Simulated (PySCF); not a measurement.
Does the answer move with the share of exact exchange?

CFCl3.
Geometry (GFN2-xTB, Å), atoms numbered from 1 in this order:
```
atom  x, y, z in Å
F1     0.060   -0.141    1.396
C2     0.005   -0.006    0.067
Cl3   -0.458    1.661   -0.313
Cl4    1.603   -0.371   -0.604
Cl5   -1.201   -1.140   -0.563
```

PySCF, 3-21G basis, density fitting, gas phase, GFN2-xTB geometry. One functional is left out:

```json
{"functional": "HCTH407", "exact exchange (%)": "0", "HOMO energy (eV)": "-8.05", "LUMO energy (eV)": "-2.60", "dipole moment (D)": "0.115"}
{"functional": "OLYP", "exact exchange (%)": "0", "HOMO energy (eV)": "-7.70", "LUMO energy (eV)": "-2.27", "dipole moment (D)": "0.092"}
{"functional": "revPBE", "exact exchange (%)": "0", "HOMO energy (eV)": "-7.77", "LUMO energy (eV)": "-2.37", "dipole moment (D)": "0.028"}
{"functional": "B97-2", "exact exchange (%)": "21", "HOMO energy (eV)": "-9.15", "LUMO energy (eV)": "-1.64", "dipole moment (D)": "0.229"}
{"functional": "BHandHLYP", "exact exchange (%)": "50", "HOMO energy (eV)": "-10.74", "LUMO energy (eV)": "-0.39", "dipole moment (D)": "0.363"}
```

Problem. Predict the row of mPW1PW91 (25 % exact exchange) by straight lines through the other rows, and check it.

Solution. 
| property | line | computed | computed − line | B97-2 (21 %), for comparison |
| --- | --- | --- | --- | --- |
| HOMO energy (eV) | -9.31 | -9.43 | -0.12 | -9.15 |
| LUMO energy (eV) | -1.42 | -1.56 | -0.14 | -1.64 |
| dipole moment (D) | 0.228 | 0.226 | -0.002 | 0.229 |

Problem. Which of these properties follows the share of exact exchange most closely, and which least?

Solution. Most closely the HOMO energy, least the dipole moment; the correlations over the tabulated rows are HOMO energy -0.994, LUMO energy 0.990, dipole moment 0.965. The HOMO energy moves by -0.583 eV for every 10 %. Functionals with the same share still differ in their other parts: at 0 % HCTH407 and OLYP differ by 0.35 eV in it.
